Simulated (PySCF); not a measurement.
# C3H9P: the cost of one run

Programs: PySCF 2.14.0, with density-fitted response routines of our own. Each step states its level of theory. These are calculated values for one molecule in the gas phase, unless marked as measured. Atoms count from 0, in the outputs and in this text.

**1. Starting geometry**

13 atoms, charge 0, multiplicity 1; geometry from: GFN2-xTB. The atoms were then displaced at random by about 0.01 Å, so the start is not that level's minimum.

Bonds of the start (Å): C0–P1 1.83, P1–C2 1.84, P1–C3 1.83, C0–H4 1.10, C0–H5 1.09, C0–H6 1.10, C2–H7 1.09, C2–H8 1.09, C2–H9 1.11, C3–H10 1.06, C3–H11 1.09, C3–H12 1.15.

**2. Geometry optimisation at PBE0-D3(BJ)/def2-SVP**

The job: settings as JSON, then the geometry in Å.

```
{"job": {"xc": "PBE0", "basis": "def2-SVP", "d3": "d3bj", "grid": 1, "shake": 0.01, "kind": "geom"}, "charge": 0, "multiplicity": 1}
C     -0.396330     1.504680     0.387990
P     -0.213670    -0.210520     0.996000
C      1.490850    -0.495340     0.358950
C     -1.092830    -1.065470    -0.365500
H     -0.146280     1.608560    -0.677690
H      0.206070     2.198750     0.973480
H     -1.444730     1.828740     0.513630
H      1.617320    -0.208030    -0.686220
H      1.760270    -1.539770     0.504490
H      2.206210     0.092520     0.970210
H     -0.796630    -0.738340    -1.333730
H     -0.966700    -2.139970    -0.263930
H     -2.217720    -0.852680    -0.266610
```

Launch:

```bash
$ OMP_NUM_THREADS=1 python probes_run.py task.json out
```

One launch serves the whole session: the jobs run in the order shown.

**Question.** How long does this first job take on 1 thread of Arm Neoverse N1, shared host, and how much memory does it need?

About 45 s, with a peak of 0.44 GiB.
